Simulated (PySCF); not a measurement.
SiB⁺: one state, many levels of theory

State: ³Π (triplet), unpaired electrons σ ↑, π ↑. Set-up: basis Si 6-31G(d,p), B 6-31G(d,p); no relativity; PySCF 2.14. De refers to Si⁺ + B in their high-spin ground configurations, without counterpoise correction. The functionals are run spin-unrestricted. A positive dipole points towards B; it is taken about the centre of mass and depends on that origin. Levels whose curve was spin-contaminated or gave no clean fit are not listed.

```csv
Level,Re (Å),ωe (cm⁻¹),De (eV),μ (D)
UHF-CCSD,2.121,489,2.24,n/a
UHF-CCSD(T),2.120,515,2.34,n/a
PBE,2.143,513,3.04,0.63
BLYP,2.160,486,2.77,0.57
TPSS,2.130,519,2.83,0.77
r²SCAN,2.112,546,2.99,0.80
r²SCANh,2.103,553,2.91,0.82
PBE0,2.108,542,2.84,0.75
ωB97X,2.079,568,2.58,0.86
```

The bond length runs from 2.079 Å (ωB97X) to 2.160 Å (BLYP). De spans 2.24 eV (UHF-CCSD, coupled cluster) to 3.04 eV (PBE, GGA).

Correlated steps freeze 6 core orbitals. Correlated levels converge slowly with the basis: in double zeta they bind strong bonds too weakly, by up to about 1 eV, and carry superposition errors of some tenths. For an ion De counts to the pair picked by the measured ionisation energies or electron affinities, which need not be the lowest pair at this level. The state was picked by a PBE0 search and need not be the measured ground state.
